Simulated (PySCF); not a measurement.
Converging CH in the basis (CCSD)

PySCF, UHF reference; doublet, unpaired electrons π ↑; De to H + C without counterpoise correction. Frozen cores follow the default of each basis and core potential.

| basis | relativity | functions | Re (Å) | ωe (cm⁻¹) | De (eV) | frozen orbitals |
| --- | --- | --- | --- | --- | --- | --- |
| STO-3G | no relativity | 6 | 1.179 | 2911 | 3.48 | 1 |
| def2-SVP | no relativity | 19 | 1.131 | 2903 | 3.35 | 1 |
| aug-pcseg-1 | no relativity | 32 | 1.127 | 2889 | 3.38 | 1 |
| def2-TZVP | no relativity | 37 | 1.122 | 2861 | 3.44 | 1 |
| pcseg-2 | no relativity | 44 | 1.118 | 2887 | 3.52 | 1 |
| def2-TZVPP | no relativity | 45 | 1.120 | 2866 | 3.51 | 1 |
| def2-TZVPPD | no relativity | 54 | 1.120 | 2867 | 3.52 | 1 |

**Question.** How does each smaller set differ from the one with most functions, def2-TZVPPD?

**Answer.** STO-3G: +5.9 pm, +1.5 % in ωe, -0.04 eV in De; def2-SVP: +1.1 pm, +1.3 % in ωe, -0.17 eV in De; aug-pcseg-1: +0.7 pm, +0.8 % in ωe, -0.14 eV in De; def2-TZVP: +0.2 pm, -0.2 % in ωe, -0.08 eV in De; pcseg-2: -0.2 pm, +0.7 % in ωe, +0.00 eV in De; def2-TZVPP: +0.0 pm, -0.0 % in ωe, -0.01 eV in De. All at CCSD; the set with most functions is neither the basis-set limit nor always the best.

Correlated steps freeze 1 core orbital. Correlated levels converge slowly with the basis: in double zeta they bind strong bonds too weakly, by up to about 1 eV, and carry superposition errors of some tenths. STO-3G is very small, so such numbers show the basis as much as the molecule. The state is the lowest determinant that a PBE0 search found; another state may lie lower at other levels.
